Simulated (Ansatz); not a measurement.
Rock-salt TiC was calculated with HSE06 (Ansatz, a program for electronic structure, plane waves, PAW).

Numerical settings: plane-wave cutoff 460 eV, 12×12×12 k mesh, Fermi–Dirac smearing 0.05 eV, no spin polarisation, scalar-relativistic PAW data made under PBE.

Computed at the level's own relaxed cell.

Q: What does this level give for the equilibrium volume per atom, bulk modulus, equilibrium lattice constant a and pressure derivative B′ of the bulk modulus?

A: 
- equilibrium volume per atom = 9.97 Å³/atom
- bulk modulus = 276 GPa
- equilibrium lattice constant a = 4.305 Å
- pressure derivative B′ of the bulk modulus = 3.9

Measured, for comparison: equilibrium volume per atom 10.15 Å³/atom, lattice constant a 4.33 Å (temperature not stated, no zero-point or thermal correction; as tabulated in Zhang et al. (2018), doi:10.1088/1367-2630/aac7f0); bulk modulus 240 GPa (temperature not stated, no zero-point or thermal correction, our sources range from 235 to 268; as tabulated in Krasnenko and Brik (2013), arXiv:1306.3139). Computed (rounded) less measured: equilibrium volume per atom -1.8 %, bulk modulus not scored (sources differ), lattice constant a -0.6 %. A static lattice is as a rule a little smaller and stiffer than an uncorrected measurement, which narrows the difference in the equilibrium volume per atom, lattice constant a and would widen misses of the other sign.

The result took very roughly 13 core-minutes.
